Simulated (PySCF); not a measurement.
Molecule: SMILES CC#C[C@H]1CS1, C₅H₆S.

Atoms are numbered as in `[CH3:1][C:2]#[C:3][C@H:4]1[CH2:5][S:6]1`. Hydrogens are named by the atom that carries them. Ha(C5) is cis to C3 on the ring; Hb(C5) is trans to C3 on the ring.

Geometry PBE0-D3(BJ)/def2-SVP throughout; GIAO in PySCF 2.14.0 with density-fitted response routines, gas phase, one conformer, non-relativistic; equivalent atoms averaged; functional PBE0.

Question: How do the absolute shieldings σ depend on the basis set? (a selection of nuclei; ppm; last column core-seconds on shared hosts with different chips, so compare them loosely)

Answer: 
```csv
basis set,functions,C2,C3,C5,C4,C1,S6,H(C4),Ha(C5),H(C1),core-s
STO-3G,40,166.9,168.9,205.6,208.5,220.1,708.1,31.11,31.20,31.32,2.9
6-31G,70,122.3,122.2,172.4,177.3,193.3,699.5,29.21,30.24,30.79,5.6
6-31G*,100,120.3,120.2,167.0,172.4,189.0,691.9,28.85,29.66,30.35,7.7
def2-SVP,118,115.7,115.6,166.2,172.3,189.9,701.2,28.53,29.31,29.72,8.4
pcSseg-1,139,100.6,100.2,154.4,161.1,179.6,653.7,28.22,29.03,29.41,17
"6-311+G(2d,p)",206,103.7,102.6,156.9,162.8,182.7,652.8,28.25,29.12,29.70,20
def2-TZVP,228,104.1,102.7,157.4,162.8,182.2,642.5,28.28,29.14,29.68,24
```

Question: Which nucleus among those listed moves most, in ppm?

Answer: C3 (alkyne carbon): from 100.2 ppm with pcSseg-1 to 168.9 ppm with STO-3G. The smallest spread is 1.91 ppm, at H(C1). Proton shifts span only some 12 ppm, so a few tenths of a ppm matter as much there as several ppm in carbon.

Question: Taking the largest basis, def2-TZVP (228 functions), as the yardstick, rank the others by their worst heavy-atom deviation.

Answer: 6-311+G(2d,p) 10.3 ppm (206 functions), pcSseg-1 11.3 ppm (139 functions), 6-31G* 49.4 ppm (100 functions), 6-31G 57.1 ppm (70 functions), def2-SVP 58.8 ppm (118 functions), STO-3G 66.2 ppm (40 functions).

A small basis that lands close on one nucleus may do so by chance; judge by the trend and by all nuclei.
